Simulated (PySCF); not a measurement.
**Peak assignment**

Numbering as in the mapped SMILES `[O:1]=[C:2]1[CH2:3][CH2:4][CH2:5]1` (H(Xn): hydrogen on atom n).

- J couplings at B3LYP/pcJ-1 (without the spin–dipole term)
- shieldings: GIAO PBE0/pcSseg-1
- GFN2-xTB structure
- program: PySCF 2.14
- no solvent, a single conformation, non-relativistic, fast rotation and ring inversion assumed for equivalent nuclei

Scale: TMS for 13C, 1H (reference shieldings calculated alike).

**Question.** Assign these signals to the numbered atoms. 13C{1H} NMR (computed): δ 213.8, 48.6, 10.1.

**Answer.** 
213.8 → C2, ketone carbonyl carbon: low-lying n→π* states of the double bond to the heteroatom give a large paramagnetic term (-276 ppm)
48.6 → C3/C5, sp3 CH2 α to a carbonyl: α to the electron-withdrawing carbonyl group
10.1 → C4, sp3 CH2 in a ring: saturated and bonded to C and H only

**Question.** Assign these signals to the numbered atoms. 1H NMR (400 MHz, computed): δ 3.12 (m, 4H), 1.88 (m, 2H).

**Answer.** 
| δ (ppm) | atoms | environment | reason |
| --- | --- | --- | --- |
| 3.12 | H(C3)/H(C5) | hydrogen on an sp3 CH2 α to a carbonyl | α to C=O |
| 1.88 | H(C4) | hydrogen on an sp3 CH2 in a ring | – |

Splittings below 1 Hz are ignored in the labels, and close J values are merged. Couplings among chemically equivalent protons are left out too, so labels in AA′BB′ or AA′XX′ sets are apparent multiplicities. Unscaled 3J(H,H) at this level run about 10 % above measured values. Shifts are as computed. Against solution values, carbons near 30 ppm lie about +3 ppm off and those near 130 ppm about +5 ppm. Of 1211 compounds with measured shifts, 218 miss one by over three times the rms of a fit or turn the order of signals round; such compounds aren't used in these exercises. Only one conformer was computed, so three-bond couplings in flexible chains and rings are approximate.
